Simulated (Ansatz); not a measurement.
We consider Bi2OS2 (P4/nmm, No. 129; cell taken from a computed entry), described by HSE06 (Ansatz, a program for electronic structure, plane waves, PAW).

Run with plane-wave cutoff 460 eV, 6×6×2 k mesh (along the axes of the cell as run), Fermi–Dirac smearing 0.01 eV, scalar-relativistic PAW data made under PBE.

Cell (relaxed with PBEsol):

```
CELL_PARAMETERS angstrom
      3.93293     0.00000     0.00000
      0.00000     3.93293     0.00000
      0.00000     0.00000    13.86119
ATOMIC_POSITIONS crystal
  Bi 0.00000 0.50000 0.86804
  Bi 0.50000 0.00000 0.13196
  Bi 0.50000 0.00000 0.59092
  Bi 0.00000 0.50000 0.40908
  S  0.50000 0.00000 0.89549
  S  0.00000 0.50000 0.10451
  S  0.00000 0.50000 0.68674
  S  0.50000 0.00000 0.31326
  O  0.00000 0.00000 0.50000
  O  0.50000 0.50000 0.50000
```

Question: Estimate the band gap and direct gap at Γ that the calculation returns.

Answer: 
band gap: 1.28 eV
direct gap at Γ: 3.30 eV

Note: cell and atoms aren't relaxed at this level (largest force component 0.36 eV/Å, pressure 0.7 GPa); the cell has widely spaced layers and the level no dispersion term, so their spacing and the moduli can rest on weak binding.

Spin–orbit coupling is not included; with these elements it can move the gap by several tenths of an eV or more.

The computed numbers hold no vibrational or temperature effects.
